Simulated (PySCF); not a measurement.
CH3O, SMILES C=[OH+], charge +1.

Coordinates come from a PBE-D3(BJ)/def2-TZVP optimisation. The isomer is the one that the SMILES or the coordinates give; other isomers of the formula were not compared.

The numbers are results of PBE0/def2-TZVPD in PySCF, not measurements.

Symmetry labels are those of the subgroup Cs that the program uses (full group Cs).

Computed valence orbital energies around the gap with their symmetry:
```
orbital  symmetry  energy (eV)
-------  --------  -----------
HOMO−7         A'      -533.61
HOMO−6         A'      -289.94
HOMO−5         A'       -39.91
HOMO−4         A'       -27.90
HOMO−3         A'       -24.24
HOMO−2         A'       -22.27
HOMO−1         A"       -20.64
HOMO           A'       -18.57
LUMO           A"       -10.08
LUMO+1         A'        -5.91
LUMO+2         A'        -4.30
LUMO+3         A'        -3.46
```
